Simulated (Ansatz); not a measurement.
Worked example: correlation energy of S–B–SH⁺, doublet

Geometry: that of the S–B–SH, singlet, kept fixed.

```xyz
4

S     0.0000   -0.2901    2.1210
B     0.0000   -0.2975    0.5119
S     0.0000   -0.3755   -1.2439
H     0.0000    0.9631   -1.3890
```

Basis cc-pVDZ; Ansatz 0.2.0. Only valence electrons are correlated (noble-gas cores frozen), which leaves 15 electrons in 44 orbitals. Prefix R: restricted or restricted open-shell reference; prefix U: unrestricted.

Full CI isn't at hand for all of this; UCCSDT(Q) serves as the reference, and is uncertain by about the last step of the cluster series.

Runs differ by some tens of microhartree through their thresholds and, for an open shell, their frozen cores, so steps under 0.03 kcal/mol mean nothing.

```tsv
level	total energy (hartree)
UHF	-820.050585
UMP2	-820.353684
UCCSD	-820.393702
UCCSD(T)	-820.408558
UCCSDT	-820.410533
UCCSDT(Q)	-820.411854
```

Task: What is the correlation energy at UCCSDT(Q), and what share of it do UMP2 and UCCSD recover?

Result: E(corr) = -820.411854 − (-820.050585) = -0.361269 hartree = -9.831 eV. UMP2: -0.303099 / -0.361269 = 83.90 %. UCCSD: -0.343117 / -0.361269 = 94.98 %.

Task: By how many kcal/mol does UCCSD(T) miss UCCSDT(Q) (1 hartree = 627.509 kcal/mol), and which steps make up the rest?

Result: -820.408558 − (-820.411854) = 0.003296 hartree = 2.07 kcal/mol. Steps: UCCSDT − UCCSD(T) = -1.24, UCCSDT(Q) − UCCSDT = -0.83 kcal/mol. Differences between like states or geometries often cancel part of this.
